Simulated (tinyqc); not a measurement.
Inside a calculation. Method: coupled-perturbed Hartree-Fock on RHF in the sto-3g basis, for H3O+, spin multiplicity 1. One step of it, computed by the program tinyqc.

Question. Response to a field: uncoupled start. Field along y; U_ai = -mu_ai / (e_a - e_i), alpha = -4 sum U_ai mu_ai.

orbital energies (hartree): MO1 -20.858934, MO2 -1.758213, MO3 -1.053802, MO4 -1.053596, MO5 -0.907436, MO6 0.059185, MO7 0.202057, MO8 0.202385

dipole integrals <a|y|i> (bohr):
```
,i1,i2,i3,i4,i5
a6,0.000000,0.000000,0.000000,-0.675620,0.000000
a7,0.050395,-0.107501,0.485177,0.000000,0.387458
a8,0.000000,0.000000,0.000000,-0.484568,0.000000
```

Give: uncoupled U; uncoupled polarisability.

Answer.

uncoupled U:
```
,i1,i2,i3,i4,i5
a6,0.000,0.000,0.000,0.607,0.000
a7,-0.002,0.055,-0.386,0.000,-0.349
a8,0.000,0.000,0.000,0.386,0.000
```

uncoupled polarisability = 3.704 bohr^3
